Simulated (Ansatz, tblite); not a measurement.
# BH2F: spin-state energies by level

Aim: set other spin states of BH2F against its singlet, on many levels of theory.

The runs use Ansatz 0.2.0, Gaussian basis; as each input shows.

The runs, in order: triplet, at the geometry of the singlet (GFN1-xTB, GFN2-xTB, PBE0-D4/def2-TZVP, PBE-D4/def2-TZVP, r2SCAN-D4/def2-TZVP); the singlet's energies come from earlier runs.

## Step 1: The geometry

The geometry is that of the singlet, from an earlier relaxation (PBE-D4/def2-TZVP).

4 atoms, charge 0, spin multiplicity 1.

Bond lengths: B1–H2 1.204 Å, B1–H3 1.204 Å, B1–F4 1.329 Å. Angles: H2–B1–H3 124.7°, H2–B1–F4 117.7°, H3–B1–F4 117.7°.

Geometry (Å):

```xyz
4
BFH2
B     0.0275    0.0450   -0.0001
H     1.2291   -0.0332    0.0162
H    -0.5916    1.0778   -0.0198
F    -0.6649   -1.0896    0.0038
```

## Step 2: Triplet at the fixed geometry, GFN1-xTB

Tight binding, by tblite at 300 K electronic temperature and without a spin-polarisation term:

```python
tblite.interface.Calculator('GFN1-xTB', numbers, positions, charge=0, uhf=2).singlepoint()
```

Energy -201.6528 eV; 0.002 s.

## Step 3: Triplet at the fixed geometry, GFN2-xTB

Tight binding, by tblite at 300 K electronic temperature and without a spin-polarisation term:

```python
tblite.interface.Calculator('GFN2-xTB', numbers, positions, charge=0, uhf=2).singlepoint()
```

Energy -185.9277 eV; 0.001 s.

## Step 4: Triplet at the fixed geometry, PBE0-D4/def2-TZVP

The input, in.yaml:

```yaml
crystal:
  periodic: [false, false, false]
  atoms:
    - {symbol: B, position_ang: [0.027484, 0.045041, -0.000147]}
    - {symbol: H, position_ang: [1.229074, -0.033216, 0.016177]}
    - {symbol: H, position_ang: [-0.591633, 1.077762, -0.019771]}
    - {symbol: F, position_ang: [-0.664925, -1.089576, 0.003751]}
basis:
  gaussian: {orbitals: def2-TZVP}
magnetization: {spin_polarized: true, initial_magnetization: 2}
hamiltonian: {xc: pbe0, dispersion: d4}
scf: {omitted_lower_state_checks: [starts]}
output: {orbitals: {seedname: orbitals}}
```

The run is started by

```bash
$ ansatz run in.yaml --threads 4 --pin off --events-out ev --progress --plain --max-ram 3916MiB
```

Output:

```text
Functional definition: PBE0
  name "PBE0"
  cite "Adamo & Barone, J. Chem. Phys. 110, 6158 (1999) doi:10.1063/1.478522"
  cite "Perdew, Burke & Ernzerhof, Phys. Rev. Lett. 77, 3865 (1996) doi:10.1103/PhysRevLett.77.3865"
  parent pbe
  parameter a = 0.25
  parameter kappa = 0.804
  parameter beta = 0.06672455060314922
  exchange = (1 - a)*pbe_x(kappa = kappa, mu = beta*pi^2/3) + a*exact_x
  correlation = pbe_c(beta = beta)
these checks for a lower state are left out or cut short: starts
413 factors; their error is unknown
mean field evaluation 1: about -3417.9396 eV, gradient 1.3e1 eV
mean field evaluation 2: about -3418.5108 eV, gradient 9.1e0 eV
mean field evaluation 4: about -3418.8769 eV, gradient 1.0e0 eV
mean field evaluation 8: about -3418.8833 eV, gradient 2.3e-2 eV
mean field evaluation 16: about -3418.8968 eV, gradient 1.0e-5 eV
mean field -3418.89677930 eV, -125.6421392278 hartree, gradient 1.0e-5 eV, S^2 2.004998; 0 other end points of the search recorded, 0 dependent functions left out
reference -3418.89680706 eV, -125.6421402481 hartree; 9, 7 occupied and 65, 67 virtual orbitals, 413 factors
Total energy: -3418.91403611 eV, -125.6427734040 hartree
Checks for a lower state left out: starts
```

Wall time 0.45 s (4 threads of Arm Neoverse V1, shared host).

HOMO -4.28 eV, LUMO -7.03 eV (over both spins; with the spin held, an empty level of the minority spin lies below the top filled one); ⟨S²⟩ 2.005 (pure: 2.00).

## Step 5: Triplet at the fixed geometry, PBE-D4/def2-TZVP

start.molden holds the orbitals of an earlier run on this state, given as this run's starting guess.

in.yaml: that of step 4 with these lines changed.

```diff
@@ -8,5 +8,5 @@
 basis:
-  gaussian: {orbitals: def2-TZVP}
+  gaussian: {orbitals: def2-TZVP, initial_orbitals: start.molden}
 magnetization: {spin_polarized: true, initial_magnetization: 2}
-hamiltonian: {xc: pbe0, dispersion: d4}
+hamiltonian: {xc: pbe, dispersion: d4}
 scf: {omitted_lower_state_checks: [starts]}
```

Launched as before.

Output:

```text
Functional definition: PBE
  name "PBE"
  cite "Perdew, Burke & Ernzerhof, Phys. Rev. Lett. 77, 3865 (1996) doi:10.1103/PhysRevLett.77.3865"
  parent pbe
  parameter kappa = 0.804
  parameter beta = 0.06672455060314922
  exchange = pbe_x(kappa = kappa, mu = beta*pi^2/3)
  correlation = pbe_c(beta = beta)
these checks for a lower state are left out or cut short: starts
413 factors; their error is unknown
mean field evaluation 1: about -3418.9232 eV, gradient 4.4e0 eV
mean field evaluation 2: about -3418.9735 eV, gradient 6.7e-2 eV
mean field evaluation 4: about -3418.9686 eV, gradient 1.1e-4 eV
mean field evaluation 8: about -3418.9686 eV, gradient 1.3e-5 eV
mean field -3418.96862105 eV, -125.6447793634 hartree, gradient 1.3e-5 eV, S^2 2.002586; 0 other end points of the search recorded, 0 dependent functions left out
reference -3418.96865865 eV, -125.6447807453 hartree; 9, 7 occupied and 65, 67 virtual orbitals, 413 factors
Total energy: -3418.98991725 eV, -125.6455619844 hartree
Checks for a lower state left out: starts
```

Wall time 0.4 s (4 threads of Arm Neoverse V1, shared host).

From the report: HOMO -3.14 eV, LUMO -7.97 eV (over both spins; with the spin held, an empty level of the minority spin lies below the top filled one); ⟨S²⟩ 2.003 (pure: 2.00).

## Step 6: Triplet at the fixed geometry, r2SCAN-D4/def2-TZVP

in.yaml: that of step 5 with these lines changed.

```diff
@@ -10,3 +10,3 @@
 magnetization: {spin_polarized: true, initial_magnetization: 2}
-hamiltonian: {xc: pbe, dispersion: d4}
+hamiltonian: {xc: r2scan, dispersion: d4}
 scf: {omitted_lower_state_checks: [starts]}
```

Launched as before.

Output:

```text
Functional definition: r2SCAN
  name "r2SCAN"
  cite "Furness, Kaplan, Ning, Perdew & Sun, J. Phys. Chem. Lett. 11, 8208 (2020) doi:10.1021/acs.jpclett.0c02405"
  cite "Furness, Kaplan, Ning, Perdew & Sun, J. Phys. Chem. Lett. 11, 9248 (2020) doi:10.1021/acs.jpclett.0c03077"
  parent r2scan
  parameter k0 = 0.174
  parameter k1 = 0.065
  parameter a1 = 4.9479
  exchange = r2scan_x(k0 = k0, k1 = k1, a1 = a1)
  correlation = r2scan_c
these checks for a lower state are left out or cut short: starts
413 factors; their error is unknown
mean field evaluation 1: about -3421.1155 eV, gradient 2.4e0 eV
mean field evaluation 2: about -3421.1342 eV, gradient 2.7e-2 eV
mean field evaluation 4: about -3421.1308 eV, gradient 6.1e-5 eV
mean field evaluation 8: about -3421.1308 eV, gradient 1.3e-5 eV
mean field -3421.13084864 eV, -125.7242397617 hartree, gradient 1.3e-5 eV, S^2 2.006372; 0 other end points of the search recorded, 0 dependent functions left out
reference -3421.13086331 eV, -125.7242403009 hartree; 9, 7 occupied and 65, 67 virtual orbitals, 413 factors
Total energy: -3421.13572799 eV, -125.7244190745 hartree
Checks for a lower state left out: starts
```

Run time: 0.95 s. Hardware: 4 threads of Arm Neoverse V1, shared host.

Report: HOMO -3.45 eV, LUMO -7.84 eV (over both spins; with the spin held, an empty level of the minority spin lies below the top filled one); ⟨S²⟩ 2.006 (pure: 2.00).

## Step 7: Triplet less singlet, vertical

The singlet's energies are those of its earlier runs, whose logs aren't repeated here.

```tsv
level	triplet less singlet, vertical (kcal/mol)	time
GFN1-xTB	+130.1	0.004 s
GFN2-xTB	+119.7	0.002 s
PBE-D4/def2-TZVP	+117.2	0.65 s
r2SCAN-D4/def2-TZVP	+119.2	1.5 s
PBE0-D4/def2-TZVP	+124.4	0.8 s
```

Times add the two runs; a level without a time comes out of a correlated run. Tight binding without a spin term can't rank spin states.

## Step 8: Results

| quantity | value |
| --- | --- |
| triplet less singlet, vertical, functionals in def2-TZVP | +117.2 (PBE-D4) to +124.4 kcal/mol (PBE0-D4) |

**Reading.** All functionals put the triplet above the singlet, over a spread of 7.2 kcal/mol. The checks for a lower triplet were left out, so another state of that spin may lie lower. These are electronic energies, without zero-point motion, entropy or surroundings.
